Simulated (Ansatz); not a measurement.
Cost and result for the atomization energy of H₂S₂Si, SMILES `[SiH2]1SS1` (5 atoms, 5 bonds).

Charge 0, multiplicity 1. Geometry: relaxed with PBE0-D4/def2-TZVP. Program: Ansatz. All runs use 2 threads of an Arm Neoverse V2 on a shared host. Times are those of one run each, without the atoms' runs, and a repeat can differ threefold. Electronic energies, without spin–orbit coupling; frozen cores. CCSD(T)/CBS extrapolates def2-TZVPP and def2-QZVPP, and its time is that of the two runs behind it. T1 = 0.013. B3LYP takes the VWN-RPA correlation (the form of Gaussian; ORCA's B3LYP/G).

CCSD(T)/CBS is a level of theory with its own doubt, some kJ/mol a heavy atom from the limit and from the frozen cores, so smaller differences don't rank the functionals.

```
                             level  functions  wall time
                  CCSD(T)/def2-SVP         64      0.5 s
            LDA (SPW92)/def2-TZVPP        154     0.75 s
   PBE-D4/def2-TZVPP (with forces)        154      1.4 s
               BHLYP-D4/def2-TZVPP        154      1.8 s
           CAM-B3LYP-D4/def2-TZVPP        154      1.9 s
 B3LYP-D4/def2-TZVPP (with forces)        154      2.1 s
                 B2PLYP/def2-TZVPP        154      2.8 s
               PBE-QIDH/def2-TZVPP        154      2.9 s
r2SCAN-D4/def2-TZVPP (with forces)        154      3.2 s
                CCSD(T)/def2-TZVPP        154      4.9 s
                 B97M-V/def2-TZVPP        154      5.5 s
                CCSD(T)/def2-QZVPP        270    5.6 min
                 CCSD(T)/CBS(def2)          –    5.7 min
```

(1) What atomization energy does each give, and how far from CCSD(T)/CBS? (An estimate is asked.)

Answers

(1) The calculation gave: 
```tsv
level	atomization (kcal/mol)	difference from CCSD(T)/CBS	per bond
CCSD(T)/def2-SVP	298.8	-46.2	-9.3
LDA (SPW92)/def2-TZVPP	398.8	53.8	10.7
PBE-D4/def2-TZVPP (with forces)	350.0	5.0	1.0
BHLYP-D4/def2-TZVPP	328.2	-16.8	-3.4
CAM-B3LYP-D4/def2-TZVPP	336.6	-8.4	-1.7
B3LYP-D4/def2-TZVPP (with forces)	338.7	-6.3	-1.3
B2PLYP/def2-TZVPP	334.2	-10.8	-2.2
PBE-QIDH/def2-TZVPP	340.0	-5.0	-1.0
r2SCAN-D4/def2-TZVPP (with forces)	346.8	1.8	0.4
CCSD(T)/def2-TZVPP	328.0	-17.0	-3.4
B97M-V/def2-TZVPP	352.3	7.3	1.4
CCSD(T)/def2-QZVPP	338.0	-7.0	-1.4
CCSD(T)/CBS(def2)	345.0	0.0	0.0
```

From BLYP to BHLYP (50 % exact exchange), in def2-TZVPP and without D4, the atomization energy moves by −7.4 kcal/mol: exact exchange takes away binding that semilocal exchange gives to molecules. At CCSD(T), def2-SVP lies −46.3 kcal/mol from the extrapolated value and def2-TZVPP −17.1 kcal/mol: correlation converges slowly with the basis, and small sets miss more of it in the bonded molecule than in its fragments. The D4 term adds +5.6 kcal/mol with B3LYP and +2.8 kcal/mol with PBE0; it sums over pairs of atoms, weighted by their polarisabilities, and B3LYP, whose exchange is more repulsive, gets the larger term.
